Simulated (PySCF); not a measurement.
## One molecule, many functionals

Compound: cyclopropanol, C3H6O.
Structure used (PBE0-D3(BJ)/def2-SVP), in Å, numbered top down from 1:
```xyz
10
C3H6O angstrom
O      1.5438   -0.1883   -0.7574
C      0.5789   -0.2458    0.2340
C     -0.7773   -0.6866   -0.1899
C     -0.5507    0.7428    0.2280
H      2.1364    0.5413   -0.5477
H      0.9330   -0.5949    1.2152
H     -1.3464   -1.3502    0.4659
H     -0.8991   -0.8774   -1.2591
H     -0.5360    1.4938   -0.5669
H     -0.9580    1.0886    1.1821
```

Linear-response calculations in the def2-SVPD basis (PySCF; singlets by full response, triplets Tamm–Dancoff, core orbitals frozen in the response; HF means time-dependent Hartree–Fock). 'Strongest' is the level of largest summed f among the singlets computed (10 roots, of which the last may lack a degenerate partner); it can jump between rows when another state enters that window. S1 is the lowest singlet of each run and needn't be the same state throughout; f(S1) is that of one state. Geometry: PBE0-D3(BJ)/def2-SVP, one conformer, isolated molecule.

```tsv
functional	kind	S1 (eV)	f(S1)	strongest (eV)	T1 (eV)	HOMO (eV)	gap (eV)	ionisation energy, ΔSCF (eV)
LDA	LDA	6.22	0.005	7.82	6.07	-6.27	6.17	9.86
PBE	GGA	6.12	0.005	6.84	5.92	-6.13	6.06	9.67
B3LYP	global hybrid, 20% exact exchange	6.59	0.004	8.24	6.39	-7.38	7.73	9.95
PBE0	global hybrid, 25% exact exchange	6.86	0.004	8.83	6.63	-7.60	8.29	9.93
BHandHLYP	global hybrid, 50% exact exchange	7.29	0.003	8.97	7.04	-8.97	10.13	10.07
CAM-B3LYP	range-separated hybrid	6.91	0.004	8.69	6.67	-9.05	10.35	10.09
wB97X-D	range-separated hybrid	7.22	0.004	9.26	7.02	-9.51	11.86	10.01
LC-wPBE	range-separated hybrid	7.47	0.005	9.69	7.16	-10.39	12.80	10.21
HF	Hartree–Fock	8.26	0.002	9.91	7.91	-11.02	13.70	not settled
```

S1 runs from 6.12 eV (PBE) to 8.26 eV (HF), a spread of 2.14 eV, while the orbital gap spreads over 7.6 eV. Along PBE (0%), B3LYP (20%), PBE0 (25%), BHandHLYP (50%), HF (100%) S1 rises with the share of exact exchange. −ε(HOMO) comes closest to its own ΔSCF ionisation energy with LC-wPBE (+0.18 eV) and misses most with LDA (-3.60 eV). 'Not settled' means that the ion's SCF failed to converge or may have ended in another state than the lowest.
